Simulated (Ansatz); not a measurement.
We consider diamond, described by LDA (plane waves, PAW; Ansatz, a first-principles code).

Settings: plane-wave cutoff 520 eV, 16×16×16 k mesh, scalar-relativistic PAW data made under PBE.

Computed at the level's own relaxed cell.

Hill averages of the elastic tensor: K = 467.8 GPa, G = 544.3 GPa. Volume 5.507 Å³/atom, mean atomic mass 12.011 u.

**Question.** Work out the density, the sound velocities of a polycrystal and the elastic Debye temperature at this level.

**Answer.** ρ = 1.66054 × 12.011/5.507 = 3.622 g/cm³. v_l = √[(K + 4G/3)/ρ] = 18.153 km/s and v_t = √(G/ρ) = 12.259 km/s. The mean follows from 3/v_m³ = 1/v_l³ + 2/v_t³: v_m = 13.379 km/s. Θ_D = (ħ/k_B) v_m (6π²/V)^(1/3) = 76.38 K Å s/km × 13.379 × 2.2072 Å⁻¹ = 2256 K, counting all atoms of the cell.

Measured, for comparison: Voigt–Reuss–Hill bulk modulus 442 GPa (temperature not stated, no zero-point or thermal correction, from single-crystal Cij; as tabulated in Råsander and Moram (2015), arXiv:1505.02379). Computed less measured: Voigt–Reuss–Hill bulk modulus +6 %. A static lattice is as a rule a little smaller and stiffer than an uncorrected measurement, which can account for part of this in the Voigt–Reuss–Hill bulk modulus.
